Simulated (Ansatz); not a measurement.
Process, species as SMILES: FC=[CH] → 2 C atom + F atom + 2 H atom
B3LYP-D3(BJ)/def2-TZVP geometries, fixed; electronic energies without zero-point terms.

Basis-set convergence of the atomisation energy at HF with Ansatz (a quantum-chemistry and plane-wave program). Cartesian d functions, on some or all atoms, in 6-31G*, 6-31+G*; all else is spherical. An unrestricted Hartree-Fock determinant is markedly spin-contaminated. Open shells are unrestricted. No added dispersion term, no relativity. Functions are those of the species that has most. Reference: the value in aug-pcseg-3, 325.44 kcal/mol, itself unsure by roughly 1.01 kcal/mol (its mean distance from aug-cc-pVQZ, cc-pV5Z, def2-QZVPPD). Deviations are taken from unrounded values.

```
basis            functions  atomisation energy (kcal/mol)  minus reference (kcal/mol)
---------------  ---------  -----------------------------  --------------------------
6-31G*                  49                         319.93                       -5.51
6-31+G*                 61                         318.14                       -7.29
def2-SVPD               79                         330.57                        5.13
6-311++G(2d,2p)        101                         321.69                       -3.74
cc-pVTZ                118                         323.20                       -2.24
def2-TZVPP             121                         323.62                       -1.82
def2-TZVPD             132                         323.43                       -2.01
jun-cc-pV(T+d)Z        145                         323.57                       -1.87
def2-TZVPPD            148                         323.89                       -1.55
aug-pcseg-2            184                         325.47                        0.03
cc-pVQZ                225                         324.19                       -1.25
def2-QZVPP             231                         324.31                       -1.12
def2-QZVPPD            258                         324.36                       -1.08
```
